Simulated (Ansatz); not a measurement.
Basis-set extrapolation for BH2O, SMILES `[BH]O` radical (PBE0-D4/def2-TZVP geometry, frozen core, the Gaussian-basis code of Ansatz). Multiplicity 2, UHF reference.

|  | def2-TZVPP | def2-QZVPP |
| --- | --- | --- |
| HF | -100.734060 | -100.739143 |
| MP2 correlation | -0.319620 | -0.344669 |
| CCSD(T) correlation | -0.344809 | -0.367875 |

Energies in hartree. Use E(X) = E(∞) + A·exp(−7.88·√X) for Hartree–Fock and E(X) = E(∞) + B·X^(−2.97) for correlation, with X = 3 and 4.

What is the CCSD(T) energy at the basis-set limit?

HF limit: -100.739143 + (-0.005083) × 0.13774 = -100.73984. Correlation limit: -0.367875 + (-0.023066) × 0.74074 = -0.38496. Total: -101.12480 hartree, 28.8 kcal/mol below CCSD(T)/def2-TZVPP.
